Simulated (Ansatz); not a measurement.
H3Ge–BH, doublet: the ladder up to UCCSDT(Q)

Geometry: a PBE0/def2-TZVP stationary point for this spin, not checked as a minimum.

```xyz
6

Ge    0.0000    0.0147    0.2659
B     0.0000   -0.1536   -1.7625
H     0.0000    1.4503    0.8330
H     1.2427   -0.7130    0.8099
H    -1.2427   -0.7130    0.8099
H     0.0000    0.5661   -2.7120
```

Basis cc-pVDZ; Ansatz 0.2.0. Correlated methods freeze the noble-gas cores and the filled d shells of p-block atoms, which leaves 11 electrons in 46 orbitals. Prefix R: restricted or restricted open-shell reference; prefix U: unrestricted. Active spaces: frontier = (9e, 9o) about the gap. No spin–orbit coupling is included, and no scalar relativity.

Full CI isn't at hand for all of this; UCCSDT(Q) serves as the reference, and is uncertain by the last step of the cluster series or more. The frozen core follows each run's orbitals, which can shift R against U totals by a few meV for light atoms and by up to 0.1 eV past Ca.

```
UHF ⟨S²⟩                          : 0.757
T1 diagnostic (RCCSD)             : 0.0169
largest doubles amplitude (RCCSD) : 0.035
T1 diagnostic (UCCSD)             : 0.0134
```

| level | E − E(UCCSDT(Q)) (kJ/mol) | wall time |
| --- | --- | --- |
| UHF | 542.6 | – |
| UMP2 | 123.7 | – |
| UCCSD | 15.0 | – |
| UCCSD(T) | 3.2 | 9.5 s |
| UCCSDT | 0.4 | – |

Run but not shown, since their state, orbitals or frozen core can't be matched to the reference's or they repeat it: RHF, RMP2, CISD, RCCSD, RCCSD(T), BCCD(T), RCCSDT, RCCSDT(Q), CASSCF (frontier space), NEVPT2 (frontier space).

Times hold each run's SCF and search for its determinant on a shared host, so for small cases they say little of a method's own cost; they ran on 1 thread of Arm Neoverse V1. Some runs computed forces too.

Atomization energy (electronic, same basis, no zero-point term; atoms at the same level, unrestricted beside the R rows where the molecule is a closed shell, but restricted open-shell past Ca, as are all atoms' steps beyond CCSDT(Q)) at UCCSDT(Q): 1369.0 kJ/mol. Errors of other levels:

```csv
level,error (kJ/mol)
UHF,-227.0
UMP2,-17.2
UCCSD,-9.0
UCCSD(T),-1.4
UCCSDT,-0.4
```

This basis is far from its limit, so the value isn't to be set against a measured one.
